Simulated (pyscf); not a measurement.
Optimised with ωB97X-D3(BJ)/def2-SVP in PySCF.

SMILES: [F][Mo]([F])([F])([SH])=[S]
```xyz
7

F      0.2920     0.5879    -1.1013
Mo     0.5171    -0.5061     0.3552
F      0.0767    -1.1707     2.0151
F     -0.7059    -1.6646    -0.3839
S      2.4497    -1.1631     0.1388
S      0.5675     1.5793     1.4283
H      0.6744     1.0943     2.6806
```
Charge 0, spin multiplicity 1.

Task: What is the homolytic dissociation enthalpy (298 K, ωB97M-D3(BJ)/def2-TZVP) of the Mo–S bond of F–Mo(F)(F)(=S)–SH (SMILES [F][Mo]([F])([F])(=[S])[SH]), to [F–Mo(F)(F)=S]• + SH•?

Result: Mo–S to [F–Mo(F)(F)=S]• + SH•: 1.97 eV. The 7 functionals that were run give +1.97 (ωB97M-D3(BJ)) to +2.52 eV (PBE). The radicals are drawn with the spin at the cut bond; how far it spreads was not checked. Other isomers of [F–Mo(F)(F)=S]• were not searched in full and may lie lower. Left out: the spin-orbit lowering of SH. Open-shell species with a d-block atom are single-reference here; other states, and whether the spin sits on metal or ligand, were not checked. Elements past Kr carry the def2 core potentials, without spin-orbit coupling.
